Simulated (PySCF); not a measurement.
Gas-phase reaction: SiCl + 3 F + 2 SiCl₄ → 3 SiCl₃F

Computed with PySCF and rigid-rotor harmonic-oscillator thermochemistry at 1 bar. † marks an energy on the PBE0/def2-TZVP geometry and frequencies. MP2 and CCSD(T) freeze the core. Open shells (unrestricted): SiCl (multiplicity 2, electronic degeneracy 4), F (multiplicity 2, electronic degeneracy 6); the rest are closed-shell singlets. Spin-orbit splitting is ignored; it lowers the true energy and changes the entropy of SiCl, F. MP2 isn't extrapolated to the basis-set limit; its ΔH°(298 K) is -1681.9 kJ in def2-SVP and -1807.4 kJ in def2-TZVPP. CCSD(T) isn't extrapolated to the basis-set limit; its ΔH°(298 K) is -1578.9 kJ in def2-SVP and -1702.9 kJ in def2-TZVPP. The harmonic model lacks anharmonicity and excited electronic states, which grow with temperature; levels with a mode under 35 cm⁻¹ are left out.

```json
[
 {"level": "BLYP/def2-TZVP†", "ΔE electronic, kJ": "-1707", "ΔH°(298 K), kJ": "-1692", "ΔS°(298 K), J/K": "-389", "ΔG°(800 K), kJ": "-1378"},
 {"level": "CCSD(T)/def2-TZVPP†", "ΔE electronic, kJ": "-1718", "ΔH°(298 K), kJ": "-1703", "ΔS°(298 K), J/K": "-389", "ΔG°(800 K), kJ": "-1389"},
 {"level": "M06-2X/def2-TZVP†", "ΔE electronic, kJ": "-1758", "ΔH°(298 K), kJ": "-1743", "ΔS°(298 K), J/K": "-389", "ΔG°(800 K), kJ": "-1429"},
 {"level": "MP2/def2-TZVPP†", "ΔE electronic, kJ": "-1822", "ΔH°(298 K), kJ": "-1807", "ΔS°(298 K), J/K": "-389", "ΔG°(800 K), kJ": "-1493"},
 {"level": "PBE/def2-TZVP†", "ΔE electronic, kJ": "-1750", "ΔH°(298 K), kJ": "-1735", "ΔS°(298 K), J/K": "-389", "ΔG°(800 K), kJ": "-1421"},
 {"level": "PBE0/def2-SVP†", "ΔE electronic, kJ": "-1652", "ΔH°(298 K), kJ": "-1638", "ΔS°(298 K), J/K": "-389", "ΔG°(800 K), kJ": "-1323"},
 {"level": "r2SCAN/def2-TZVP†", "ΔE electronic, kJ": "-1756", "ΔH°(298 K), kJ": "-1741", "ΔS°(298 K), J/K": "-389", "ΔG°(800 K), kJ": "-1427"},
 {"level": "LDA/def2-TZVP†", "ΔE electronic, kJ": "-2009", "ΔH°(298 K), kJ": "-1994", "ΔS°(298 K), J/K": "-389", "ΔG°(800 K), kJ": "-1680"},
 {"level": "ωB97M-V/def2-TZVP†", "ΔE electronic, kJ": "-1747", "ΔH°(298 K), kJ": "-1732", "ΔS°(298 K), J/K": "-389", "ΔG°(800 K), kJ": "-1418"}
]
```
ΔH° is lowest at LDA/def2-TZVP† and highest at PBE0/def2-SVP†. No reference value is set beside these.
